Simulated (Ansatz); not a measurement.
We consider α-phase Ga, described by r²SCAN+rVV10 (PAW; Ansatz, an electronic-structure program).

Numerical settings: plane-wave cutoff 560 eV, 14×14×12 k mesh (along the axes of the cell as run), Fermi–Dirac smearing 0.05 eV, scalar-relativistic PAW data made under PBE.

The cell is scaled about its equilibrium volume:

Shape and atoms are relaxed at each volume.

```
V (Å³/atom)  P (GPa)  c (Å)  a (Å)
-----------  -------  -----  -----
18.172          3.01  4.442  4.377
18.551          1.42  4.472  4.412
18.929          0.00  4.502  4.446
19.308         -1.26  4.532  4.479
19.686         -2.38  4.560  4.513
```

Note: the bulk modulus comes from volumes at which shape and atoms were relaxed.
